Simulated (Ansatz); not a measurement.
# P₃ (quartet): wave-function methods side by side at a displaced geometry (v2), cc-pVDZ

The task here is to estimate one member of a computed series from the others.

Program: Ansatz 0.2.0, Gaussian basis. Level of theory: cc-pVDZ, core rule «outside noble gas», up to 15 orbitals frozen. These are calculated values, not measurements.

Plan: UHF; CCSD(T) on ROHF; CCSD(T) on UHF; BCCD(T) on ROHF; CISD as a restricted active space (open shells left free, so some higher excitations enter); CCSDT(Q) on ROHF; CCSDT(Q) on UHF; CASSCF and MRCISD+Q, 9 electrons in 9 orbitals; CASSCF and NEVPT2, 9 electrons in 9 orbitals.

24 further runs of the same task are left out: 9 that didn't finish, 15 set aside as unsound or not needed. Runs told in other sessions of the task aren't counted.

## The system

The geometry is a PBE0/def2-TZVP stationary point (not a proven minimum) with its atoms shifted at random (size 0.100 Å).

3 atoms, charge 0, spin multiplicity 4.

Atoms are counted from 1 here; the program's logs count them from 0.

Bond lengths: P1–P2 2.058 Å, P2–P3 2.083 Å. Angles: P1–P2–P3 106.5°.

Coordinates:

```
P     0.08438   -0.39909    1.65470
P    -0.08050    0.82223    0.00659
P    -0.00388   -0.42314   -1.66129
```

Set-up of the first run:

The input, in.yaml:

```yaml
crystal:
  periodic: [false, false, false]
  atoms:
    - {symbol: P, position_ang: [0.084376, -0.399090, 1.654702]}
    - {symbol: P, position_ang: [-0.080498, 0.822230, 0.006591]}
    - {symbol: P, position_ang: [-0.003878, -0.423140, -1.661293]}
basis:
  gaussian: {orbitals: cc-pVDZ}
magnetization: {spin_polarized: true, initial_magnetization: 3}
hamiltonian: {xc: hf}
output: {orbitals: {seedname: orbitals}}
```

On the command line:

```sh
$ ansatz run in.yaml --threads 1 --pin off --events-out ev --progress --plain --max-ram 2393MiB
```

Steps of the session up to this table: UHF; CCSD(T) on ROHF; CCSD(T) on UHF; BCCD(T) on ROHF; CISD as a restricted active space (open shells left free, so some higher excitations enter); CCSDT(Q) on ROHF; CCSDT(Q) on UHF; CASSCF and MRCISD+Q, 9 electrons in 9 orbitals; CASSCF and NEVPT2, 9 electrons in 9 orbitals.

One table of the session follows, with a row left open; its other results are not shown here.

It belongs to the step «Misses and costs». 

| method | from RCCSDT(Q) (meV) |
| --- | --- |
| ROHF | +9967.6 |
| UHF | +8954.5 |
| RMP2 | +1567.5 |
| UMP2 | +1921.4 |
| CISD | +1881.5 |
| RCCSD | +565.3 |
| UCCSD | +513.0 |
| RCCSD(T) | +92.7 |
| UCCSD(T) | +118.8 |
| BCCD(T) | +98.5 |
| RCCSDT | +51.0 |
| UCCSDT | +39.5 |
| RCCSDT(Q) | 0 |
| UCCSDT(Q) | ? |
| CASSCF valence | +7766.3 |
| NEVPT2 valence | +1441.1 |
| MRCISD valence | +1054.8 |
| MRCISD+Q valence | +122.5 |

Q: Estimate the row for UCCSDT(Q) from the others.

As computed: from RCCSDT(Q) (meV): -5.1. In the column «from RCCSDT(Q) (meV)» it is the lowest.

The ROHF row is the lowest such solution found; the determinant under the restricted MP2 and coupled-cluster rows lies 0.10 eV higher.

To keep in mind: Restricted and unrestricted rows rest on different reference determinants; a gap between their highest levels can come from leftover correlation error, from unlike frozen cores or from another state.
